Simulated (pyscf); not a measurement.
## Four-centre exchange: HO–Zn–OH + silane (SiH₄) -> HO–ZnH + silanol (HO–SiH₃)

Gas phase, singlet surface, charge 0. Bonds broken: Zn1–O2, Si6–H7. Bonds formed: Zn1–H7, O2–Si6. PySCF, gas phase, ωB97X-D3(BJ)/def2-SVP geometries.

Transition state (Å):

```xyz
10

Zn    -0.9169    -1.4875     0.1134
O     -1.9573     0.0589     0.4247
O     -0.7250    -3.2337     0.4282
H     -2.6486     0.3412     1.0342
H      0.0412    -3.6380     0.0082
Si    -0.7882     1.2746    -0.5394
H     -0.0636    -0.1780    -0.7472
H     -1.8516     1.5845    -1.5388
H     -0.7341     2.1296     0.6912
H      0.4339     1.8281    -1.2522
```

One imaginary mode, 135i cm⁻¹; descent along it reached the two sides named, in the forms told below.

```json
[
 {"bond": "Zn1–O2", "change": "breaks", "reactant side (Å)": "1.790", "saddle": "1.890", "product side": "2.176"},
 {"bond": "Si6–H7", "change": "breaks", "reactant side (Å)": "1.506", "saddle": "1.637", "product side": "4.6"},
 {"bond": "Zn1–H7", "change": "forms", "reactant side (Å)": "2.286", "saddle": "1.784", "product side": "1.533"},
 {"bond": "O2–Si6", "change": "forms", "reactant side (Å)": "2.8", "saddle": "1.943", "product side": "1.673"}
]
```

Electronic energies relative to the separated reactants (kJ/mol):

| level | barrier | reaction energy | reverse barrier |
|---|---|---|---|
| ωB97X-D3(BJ)/def2-TZVP | 1.1 | -55.5 | 56.6 |
| PBE/def2-TZVP | 16.4 | -50.4 | 66.8 |
| r²SCAN/def2-TZVP | 5.5 | -56.6 | 62.1 |
| B3LYP-D3(BJ)/def2-TZVP | 16.1 | -57.5 | 73.6 |
| PBE0-D3(BJ)/def2-TZVP | 3.2 | -55.6 | 58.7 |
| M06-2X/def2-TZVP | -2.9 | -56.4 | 53.4 |
| ωB97M-D3(BJ)/def2-TZVP | 10.4 | -61.8 | 72.2 |
| HF/def2-TZVP | 39.2 | -63.4 | 102.7 |

With ωB97M-D3(BJ)/def2-TZVP energies and thermal terms (ideal gas, 1 atm, RRHO with modes under 100 cm⁻¹ raised to 100, one conformer, R ln 2 for chiral ones without a mode under 150 cm⁻¹), in kJ/mol:

```
T (K)   ΔH‡    ΔG‡     ΔH     ΔG
-----  ----  -----  -----  -----
298    14.2   55.1  -62.6  -67.7
600    14.7   96.6  -63.1  -72.6
900    16.7  137.1  -63.0  -77.3
1200   19.1  176.9  -62.8  -82.1
```

On the reactant side the descent ends in a complex (not fully relaxed), 19.3 kJ/mol under the separated species and 20.5 kJ/mol under the saddle at ωB97X-D3(BJ)/def2-TZVP. On the product side the descent ends in an adduct with a O–Zn contact (not fully relaxed), 54.4 kJ/mol under the separated species and 111.0 kJ/mol under the saddle at ωB97X-D3(BJ)/def2-TZVP. At M06-2X the saddle lies under the separated reactants, which points to a path from their complex (located at ωB97X-D3(BJ) alone). What is counted as broken (O–Zn) persists as a longer contact in the product adduct; parting that adduct is a step of its own. One saddle was located; it need not be the lowest between these sides. Elements up to Kr have no core potential and no relativistic terms here.
